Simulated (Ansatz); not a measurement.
C3H6O (oxetane): from total energies to a heat of formation

The species is C3H6O (10 atoms), meant as a singlet with charge 0. SMILES: `C1COC1`. The shape is that of a PBE0-D4/def2-TZVP optimisation.

```csv
atom,x (Å),y (Å),z (Å)
C,-0.5991,0.5178,-0.0752
C,-0.4194,-0.9971,0.0613
O,1.0083,-0.8720,0.1098
C,0.9300,0.5558,0.0018
H,-1.0252,0.8518,-1.0201
H,-1.1219,1.0035,0.7474
H,-0.8191,-1.4413,0.9788
H,-0.7458,-1.5956,-0.7953
H,1.3482,1.0528,0.8833
H,1.4439,0.9243,-0.8918
```

Total energies at CAM-B3LYP/6-31G* (spherical functions) (Ansatz 0.2.0); the atoms run unrestricted:

```tsv
species	state	energy (Eh)
C3H6O	singlet	-193.003756
C	triplet	-37.821904
O	triplet	-75.036007
H	doublet	-0.496827
```

Harmonic wavenumbers at PBE0-D4/def2-TZVP, in cm⁻¹: 44, 767, 815, 838, 959, 965, 1076, 1077, 1153, 1170, 1200, 1236, 1265, 1318, 1383, 1487, 1511, 1540, 3031, 3041, 3076, 3077, 3102, 3158.

Measured heats of formation of the gaseous atoms at 298.15 K, in kJ/mol: C 716.9, O 249.2, H 218.0. Spin-orbit lowering of the atoms at 298 K (mean of the ground term's levels less their thermal mean, from spectra), in kJ/mol: C 0.02, O 0.40. Take 1 Eh = 2625.50 kJ/mol, 1 cm⁻¹ = 0.0119627 kJ/mol, RT = 2.479 kJ/mol.

Task: What heat of formation follows?

Result: 
1. Electronic atomisation energy: 3 × (-37.821904) + (-75.036007) + 6 × (-0.496827) − (-193.003756) = 1.521075 Eh = 3993.6 kJ/mol.
2. Zero-point energy: half the sum of the wavenumbers, 19144.5 cm⁻¹ = 229.0 kJ/mol.
3. Thermal vibrational enthalpy, Σ hcν̃/(exp(hcν̃/kT) − 1): 3.5 kJ/mol. Translation, rotation and pV of a non-linear molecule: 4 RT = 9.9 kJ/mol.
4. The 10 free atoms carry 5/2 RT each: 62.0 kJ/mol.
5. Spin-orbit coupling lowers the free atoms by 3 × 0.02 + 0.40 = 0.5 kJ/mol.
6. Atomisation enthalpy at 298 K: 3993.6 − 0.5 − 229.0 − 3.5 − 9.9 + 62.0 = 3812.7 kJ/mol.
7. Sum of the atoms' heats of formation: 3707.9 kJ/mol. Heat of formation: 3707.9 − 3812.7 = -104.8 kJ/mol.

The tabulated value is -80.5 kJ/mol (CRC Handbook of Chemistry and Physics), so this level is off by -24.3 kJ/mol, or 0.6 % of the atomisation enthalpy. Anharmonicity and any spin-orbit splitting of the molecule are left out.
